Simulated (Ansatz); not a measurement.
# AlFH5N, SMILES [NH3+][AlH2-][F]: a ladder of basis sets

Program: Ansatz's Python interface.

Typed at the interpreter:
```pycon
>>> import ansatz as az
>>> geometry_ang = [
...     ("N", (1.0223, 0.1021, 0.0722)),
...     ("Al", (-0.8711, -0.1264, -0.0408)),
...     ("F", (-1.5975, 1.2933, -0.8773)),
...     ("H", (1.4506, -0.7181, 0.5566)),
...     ("H", (1.4283, 0.182, -0.8867)),
...     ("H", (1.244, 0.9695, 0.6099)),
...     ("H", (-1.4797, -0.2473, 1.4306)),
...     ("H", (-1.197, -1.455, -0.8645)),
... ]
>>> alfh5n = az.Crystal.molecule()
>>> for symbol, xyz in geometry_ang:
...     alfh5n = alfh5n.atom(symbol, xyz)
...
>>> job = alfh5n.calculation().functional("HF")
>>> energies = {}
>>> for basis in ["cc-pVDZ", "cc-pVTZ"]:
...     summary = job.basis(gaussian=basis).run(threads=1, backend="cpu").report
...     size = summary["n_frozen"] + summary["n_occupied"][0] + summary["n_virtual"][0]
...     energies[basis] = (summary["reference_energy_ev"] / 27.211386246, summary["free_energy_ev"] / 27.211386246)
...     print(f"{basis:14s} {size:4d} orbitals  reference {energies[basis][0]:14.6f} Ha  total {energies[basis][1]:14.6f} Ha")
...
cc-pVDZ          71 orbitals  reference    -398.800949 Ha  total    -398.800949 Ha
cc-pVTZ         164 orbitals  reference    -398.872360 Ha  total    -398.872360 Ha
>>> last = energies["cc-pVTZ"][1]
>>> for basis, (_, total) in energies.items():
...     print(f"{basis:14s} lies {27.211386 * (total - last):9.4f} eV above cc-pVTZ")
...
cc-pVDZ        lies    1.9432 eV above cc-pVTZ
cc-pVTZ        lies    0.0000 eV above cc-pVTZ
```

Against cc-pVDZ: cc-pVTZ -71.4 mHa. The last step alone is -71.41 mHa.

What to keep in mind:
- The drop along the ladder measures the basis error, and is no property of the molecule.
- The geometry is a force-field or estimated start, not a minimum of this method, and the last set is no limit. Much of the fall in a total is atomic energy, which cancels in bond and reaction energies.
- For Al to Cl the sets with a tight d function, cc-pV(X+d)Z, are usual.
- Finished in 2.1 s on 1 thread of Arm Neoverse V1, on a shared host, peak memory 0.28 GiB.
